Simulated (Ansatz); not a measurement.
# H2O (singlet): wave-function methods side by side at distance O1–H2 = 1.055 Å, cc-pVDZ

The task here is to estimate one member of a computed series from the others.

The runs use Ansatz 0.2.0, Gaussian basis; cc-pVDZ, core rule «outside noble gas», up to 1 orbitals frozen.

To be run: UHF; CCSD(T) on RHF; BCCD(T) on RHF; CISD; CCSDT(Q) on RHF; CCSDTQ on RHF; CASSCF and MRCISD+Q, 2 electrons in 2 orbitals; CASSCF and NEVPT2, 2 electrons in 2 orbitals; CASSCF and MRCISD+Q, 8 electrons in 6 orbitals; CASSCF and NEVPT2, 8 electrons in 6 orbitals; Full CI.

## The system

The geometry derives from a PBE0/def2-TZVP stationary point (not a proven minimum). One bond is set to the value named and the two fragments are kept rigid.

3 atoms, charge 0, spin multiplicity 1.

Atoms are counted from 1 here; the program's logs count them from 0.

Bond lengths: O1–H2 1.055 Å, O1–H3 0.960 Å. Angles: H2–O1–H3 105.1°.

As a file:

```mol
H2O
  3D, bonds by distance, orders not assigned

  3  2  0  0  0  0  0  0  0  0999 V2000
    0.0000   -0.0686    0.0042 O   0  0
    0.0000    0.5732   -0.8331 H   0  0
    0.0000    0.5152    0.7658 H   0  0
  1  2  8  0
  1  3  8  0
M  END
```

The first run:

File in.yaml:

```yaml
crystal:
  periodic: [false, false, false]
  atoms:
    - {symbol: O, position_ang: [0.000000, -0.068568, 0.004239]}
    - {symbol: H, position_ang: [0.000000, 0.573240, -0.833083]}
    - {symbol: H, position_ang: [0.000000, 0.515160, 0.765789]}
basis:
  gaussian: {orbitals: cc-pVDZ}
magnetization: {spin_polarized: true, initial_magnetization: 0}
hamiltonian: {xc: hf}
output: {orbitals: {seedname: orbitals}}
```

Command:

```console
$ ansatz run in.yaml --threads 1 --pin off --events-out ev --progress --plain --max-ram 2816MiB --backend cpu
```

Steps of the session up to this table: UHF; CCSD(T) on RHF; BCCD(T) on RHF; CISD; CCSDT(Q) on RHF; CCSDTQ on RHF; CASSCF and MRCISD+Q, 2 electrons in 2 orbitals; CASSCF and NEVPT2, 2 electrons in 2 orbitals; CASSCF and MRCISD+Q, 8 electrons in 6 orbitals; CASSCF and NEVPT2, 8 electrons in 6 orbitals; Full CI.

One table of the session follows, with a row left open; its other results are not shown here.

| method | from FCI (meV) |
| --- | --- |
| RHF | +5953.0 |
| RMP2 | +372.1 |
| CISD | +343.3 |
| RCCSD | +108.8 |
| RCCSD(T) | +19.4 |
| BCCD(T) | +19.7 |
| RCCSDT | +14.5 |
| RCCSDT(Q) | -0.4 |
| RCCSDTQ | +0.6 |
| CASSCF pair | +5270.2 |
| NEVPT2 pair | +323.4 |
| MRCISD pair | +263.5 |
| MRCISD+Q pair | +28.7 |
| CASSCF valence | +4388.1 |
| NEVPT2 valence | +611.7 |
| MRCISD valence | +168.1 |
| MRCISD+Q valence | ? |
| FCI | 0 |

Estimate the missing values for MRCISD+Q valence.

**Answer.** from FCI (meV): +8.3. In the column «from FCI (meV)» it lies between RCCSDTQ (+0.6) and RCCSDT (+14.5).
